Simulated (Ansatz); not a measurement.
A made-up structure of C2H5O, doublet:

```
8
angstrom
C -0.3571 0.4868 -0.2135
C 0.3074 -0.4636 0.1929
O 1.5869 -0.0130 0.4784
H -1.3823 0.0421 -0.4220
H 0.1728 0.8761 -1.1592
H -0.3619 1.2690 0.6321
H 0.2782 -1.2906 -0.6286
H -0.2441 -0.9067 1.1200
```

It is relaxed with PBE-D4/def2-SVP and then PBE0-D4/def2-TZVP (Ansatz 0.2.0). Atoms count as bonded within 1.22 times the sum of their covalent radii (H–H: 0.88 Å). The end point is not checked to be a true minimum.

Task: Does its bonding change? (Judge from chemistry; the calculation decides.)

Result: Computed: No: no bond forms or breaks.

Where it ends: The first stage lowers the energy by 2.73 eV in 7 steps. It ends as C₂H₅O ([CH3][CH2][O]):
```
8
angstrom
C -0.4476 0.5950 -0.2646
C 0.3919 -0.5617 0.2387
O 1.6753 -0.2664 0.5619
H -1.4640 0.2664 -0.4960
H -0.0086 1.0193 -1.1696
H -0.5030 1.3826 0.4893
H 0.4188 -1.3963 -0.4895
H -0.0628 -1.0388 1.1298
```

Labels in which every atom is bracketed show which atoms are joined, not bond orders.

For scale, one of the runs: PBE0-D4/def2-TZVP relaxation, 123 basis functions, launched by `ansatz run in.yaml --threads 2 --pin off --events-out ev --progress --plain --max-ram 4352MiB`. Hardware: 2 CPU threads of an Arm Neoverse V1, shared host. Wall time about 43 s.
